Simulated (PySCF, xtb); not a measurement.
Bonds broken one at a time in the series In Cl-NH2. All species are isolated molecules in the gas phase. One relaxed conformer stands for each flexible species; it need not be the lowest. Strings in code marks are SMILES. In the def2 sets, heavy atoms carry core potentials. Quantity: homolytic bond dissociation enthalpy at 298 K (no spin–orbit term). Thermal and zero-point terms are GFN2-xTB rigid-rotor harmonic values (xtb). Level 1: PBE-D3(BJ)/def2-TZVP // CAM-B3LYP-D3(BJ)/def2-TZVP (PySCF). Level 2: CAM-B3LYP-D3(BJ)/def2-TZVP (PySCF).

| case | level 1 (kcal/mol) | level 2 (kcal/mol) |
|---|---|---|
| N–In bond of `[NH2][In]([Cl])[Cl]` (H–N–In–Cl torsion 22°), giving `[Cl][In][Cl]` and `[NH2]` | 66.1 | 67.1 |
| N–In bond of `[NH2][In]([NH2])[Cl]` (H–N–In–Cl torsion 21°, Cl–In–N–H torsion -21°), giving `[NH2]` and `[NH2][In][Cl]` (H–N–In–Cl torsion 164°) | 67.0 | withheld |
| N–In bond of `[NH2][In]([NH2])[NH2]`, giving `[NH2]` and `[NH2][In][NH2]` (H–N–In–N torsion 45°, N–In–N–H torsion 45°) | 67.2 | 70.0 |
| Cl–In bond of `[Cl][In]([Cl])[Cl]`, giving `[Cl]` and `[Cl][In][Cl]` | 83.6 | 82.6 |
| In–Cl bond of `[NH2][In]([Cl])[Cl]` (H–N–In–Cl torsion 22°), giving `[Cl]` and `[NH2][In][Cl]` (H–N–In–Cl torsion 164°) | 87.3 | 87.4 |
| In–Cl bond of `[NH2][In]([NH2])[Cl]` (H–N–In–Cl torsion 21°, Cl–In–N–H torsion -21°), giving `[Cl]` and `[NH2][In][NH2]` (H–N–In–N torsion 45°, N–In–N–H torsion 45°) | 91.5 | 92.4 |

**Question.** Fit level 2 = a + b·x to the 5 complete rows by least squares, with x = level 1 in kcal/mol. Give a, b and the rms residual, and predict the withheld value.

**Answer.** Means of the 5 rows: x̄ = 79.14, ȳ = 79.9 kcal/mol. Σ(x − x̄)² = 551.85 and Σ(x − x̄)(y − ȳ) = 512.86, so b = 0.929 and a = ȳ − b·x̄ = 6.38 kcal/mol. The rms residual is 1.00 kcal/mol. At x = 67 the line gives 68.6 kcal/mol. The run for N–In bond of `[NH2][In]([NH2])[Cl]` (H–N–In–Cl torsion 21°, Cl–In–N–H torsion -21°), giving `[NH2]` and `[NH2][In][Cl]` (H–N–In–Cl torsion 164°) gave 68.9 kcal/mol, so the line is off by 0.3 kcal/mol, within twice the rms residual.

Codes: PySCF, xtb.
